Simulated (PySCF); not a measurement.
Compound: 3-butenenitrile, C4H5N.
Atom-mapped SMILES: `[CH2:1]=[CH:2][CH2:3][C:4]#[N:5]` (hydrogens: H6, H7 on C1; H8 on C2; H9, H10 on C3)

Cartesian coordinates in Å at the GFN2-xTB level; atoms count from 1:
```xyz
10
C4H5N angstrom
C     -1.611   -0.372   -0.085
C     -0.466   -0.120    0.517
C      0.672    0.622   -0.129
C      1.830   -0.234   -0.222
N      2.737   -0.926   -0.286
H     -1.809   -0.053   -1.096
H     -2.404   -0.906    0.409
H     -0.282   -0.454    1.529
H      0.398    0.953   -1.134
H      0.944    1.496    0.473
```

The closed-shell ground state was solved at several levels (PySCF, density fitting, gas phase, non-relativistic).

| level | basis functions | total energy (Eh) | HOMO (eV) | LUMO (eV) | gap (eV) | dipole (D) |
| --- | --- | --- | --- | --- | --- | --- |
| wB97X-D/def2-SVPD | 140 | -209.9165 | -10.22 | 1.39 | 11.61 | 4.01 |
| B3LYP/pcJ-1 | 185 | -210.1567 | -8.05 | -0.58 | 7.47 | 3.92 |

**Question.** What might PBE0/pcSseg-1 (110 basis functions) give for the same quantities?

**Answer.** Total energy -209.8602 Eh, HOMO -8.32 eV, LUMO -0.36 eV, gap 7.96 eV, dipole 3.92 D.

**Question.** Over all these levels, which gives the widest orbital gap and which the narrowest?

**Answer.** wB97X-D/def2-SVPD (range-separated hybrid) has the widest, 11.61 eV, and B3LYP/pcJ-1 (global hybrid, 20 % exact exchange) the narrowest, 7.47 eV. Functional and basis both differ between the two, so the spread mixes both effects.

**Question.** How far do the dipole and the HOMO energy spread over the levels?

**Answer.** The dipole runs from 3.92 to 4.01 D (mean 3.95 D) and the HOMO from -10.22 to -8.05 eV.

One conformer stands for the species.

wB97X-D is run here without its empirical dispersion term; that term would change no orbital, density or response property at a fixed geometry.
